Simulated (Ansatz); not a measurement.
**C₃H₅Cl: up Jacob's ladder to CCSD(T)**

Aim: compute C₃H₅Cl with functionals from several rungs and with coupled cluster, and see how far each lands from CCSD(T) at the basis-set limit for the atomisation energy.

Method: functionals in def2-TZVPP, the program's frozen cores in correlated methods; program: Ansatz 0.2.0, Gaussian basis.

Levels to be run: LDA (SPW92), PBE-D4, revPBE-D4, BLYP-D4, r2SCAN-D4, B97M-V, PBE0-D4, B3LYP-D4, r2SCANh-D4, r2SCAN0-D4, HSE06-D4, BHLYP-D4, CAM-B3LYP-D4, LC-ωPBE, ωB97X-V, ωB97M-V, B2PLYP, PBE-QIDH; CCSD(T)/def2-SVP; CCSD(T)/def2-TZVPP; MP2/def2-QZVPP; extrapolation to the limit; RPA on PBE.

### 1 The relaxed structure

All runs share one geometry, relaxed beforehand with PBE0-D4 in a triple-zeta def2 set.

9 atoms, charge 0, spin multiplicity 1.

Atoms are counted from 1 here; the program's logs count them from 0.

Bond lengths: C1–C2 1.325 Å, C1–H5 1.083 Å, C1–H6 1.085 Å, C2–C3 1.483 Å, C2–H7 1.087 Å, C3–Cl4 1.795 Å, C3–H8 1.089 Å, C3–H9 1.090 Å. Angles: C2–C1–H5 121.5°, C2–C1–H6 121.4°, H5–C1–H6 117.1°, C1–C2–C3 123.4°, C1–C2–H7 120.5°, C3–C2–H7 116.1°, C2–C3–Cl4 111.0°, C2–C3–H8 111.7°, C2–C3–H9 111.8°, Cl4–C3–H8 107.1°, Cl4–C3–H9 105.6°, H8–C3–H9 109.3°.

Coordinates:

```xyz
9
C3H5Cl
C    -0.2867    1.3094   -0.4504
C     0.3803    0.1665   -0.3897
C     0.0908   -0.8964    0.6031
Cl   -0.3832   -2.4245   -0.2105
H    -0.0360    2.0731   -1.1769
H    -1.1081    1.5224    0.2265
H     1.1915   -0.0352   -1.0839
H    -0.7291   -0.6187    1.2638
H     0.9688   -1.1427    1.2011
```

### 2 LDA

This LDA is Slater exchange with PW92 correlation.

File in.yaml:

```yaml
crystal:
  periodic: [false, false, false]
  atoms:
    - {symbol: C, position_ang: [-0.286705, 1.309445, -0.450430]}
    - {symbol: C, position_ang: [0.380312, 0.166470, -0.389733]}
    - {symbol: C, position_ang: [0.090801, -0.896395, 0.603085]}
    - {symbol: Cl, position_ang: [-0.383157, -2.424498, -0.210530]}
    - {symbol: H, position_ang: [-0.035957, 2.073064, -1.176926]}
    - {symbol: H, position_ang: [-1.108067, 1.522390, 0.226534]}
    - {symbol: H, position_ang: [1.191514, -0.035224, -1.083907]}
    - {symbol: H, position_ang: [-0.729117, -0.618726, 1.263834]}
    - {symbol: H, position_ang: [0.968776, -1.142726, 1.201070]}
basis:
  gaussian: {orbitals: def2-TZVPP}
hamiltonian: {xc: lda}
output: {orbitals: {seedname: orbitals}}
```

The run is started by

```bash
$ ansatz run in.yaml --threads 4 --pin off --events-out ev --progress --plain --max-ram 10444MiB
```

The runs that follow: PBE-D4 (GGA); revPBE-D4 (GGA); BLYP-D4 (GGA); r2SCAN-D4 (meta-GGA); B97M-V (meta-GGA); PBE0-D4 (hybrid); B3LYP-D4 (hybrid); r2SCANh-D4 (hybrid); r2SCAN0-D4 (hybrid); HSE06-D4 (hybrid); BHLYP-D4 (hybrid); CAM-B3LYP-D4 (range-separated); LC-ωPBE (range-separated); ωB97X-V (range-separated); ωB97M-V (range-separated); B2PLYP (double hybrid); PBE-QIDH (double hybrid); CCSD(T) in def2-SVP; CCSD(T) in def2-TZVPP; MP2 in def2-QZVPP; RPA on PBE orbitals.

Q: Predict the results of all the runs planned. Wanted: atomisation energy, CCSD(T)/CBS; farthest beyond LDA; mean size of error, GGA; mean size of error, meta-GGA; mean size of error, hybrid; mean size of error, range-separated; mean size of error, double hybrid; gap, smallest and largest; T1 diagnostic.

**Answer**, as computed:

| quantity | value |
| --- | --- |
| atomisation energy, CCSD(T)/CBS | 3505.7 kJ/mol |
| functionals within 17.5 kJ/mol (0.5 %) | revPBE-D4, BLYP-D4, r2SCAN-D4, B97M-V, B3LYP-D4, r2SCANh-D4, CAM-B3LYP-D4, LC-ωPBE, ωB97X-V, ωB97M-V, PBE-QIDH |
| farthest beyond LDA | BHLYP-D4 (-92.9 kJ/mol) |
| mean size of error, GGA | 35.8 kJ/mol |
| mean size of error, meta-GGA | 13.2 kJ/mol |
| mean size of error, hybrid | 33.9 kJ/mol |
| mean size of error, range-separated | 8.4 kJ/mol |
| mean size of error, double hybrid | 15.4 kJ/mol |
| gap, smallest and largest | 5.21 eV (LDA (SPW92)), 12.61 eV (LC-ωPBE) |
| T1 diagnostic | 0.0098 |
| triples share of the correlation energy | 4.2 % |

What this shows: LDA overbinds by 504.3 kJ/mol (14 %). PBE-D4 is off by +92.5 kJ/mol. Double hybrids carry the basis error of their MP2 part in triple zeta, and no dispersion term here, so their miss is partly the set-up's. The rungs range-separated, meta-GGA, double hybrid miss on average by less than the doubt on the reference (17.5 kJ/mol), so they tie. The reference freezes the cores and leaves out relativity and excitations past (T), so misses under about 17.5 kJ/mol can't be ranked. Hartree-Fock recovers 75 % of the binding; the rest is correlation. CCSD(T) in def2-SVP is off by -152.8 kJ/mol, so the small basis spoils what the method gains. Orbital gaps span 5.2 to 12.6 eV; exact exchange widens them.
